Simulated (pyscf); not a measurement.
## Routes from `[SiH3][SH]` + `[FH]`

Candidate steps break at most two bonds and form at most two. Each was searched with GFN2-xTB (tblite) first. Optimised with ωB97X-D3(BJ)/def2-SVP in PySCF. Energies: ωB97M-D3(BJ)/def2-TZVP, eV, from the separated reactants, singlet surface; ΔG‡ with ideal gas, 1 atm, RRHO with modes under 100 cm⁻¹ raised to 100, one conformer, R ln 2 for chiral ones without a mode under 150 cm⁻¹.

```tsv
products	type	ΔE‡	ΔE	ΔG‡ 298 K	ΔG‡ 900 K	ν‡ (cm⁻¹)
H₂S + F–SiH₃	four-centre exchange	1.01	-0.80	1.39	2.30	742i
F–SiH₂–SH + H₂	four-centre exchange	1.19	-1.27	1.58	2.48	1175i
```

Row 1: On the reactant side the descent ends in a complex, 0.25 eV under the separated species and 1.31 eV under the saddle at ωB97X-D3(BJ)/def2-TZVP. 

Plain bond fissions and candidates not yet searched are not listed, and one of them may be faster. Each barrier is that of the saddle found; lower ones may exist.
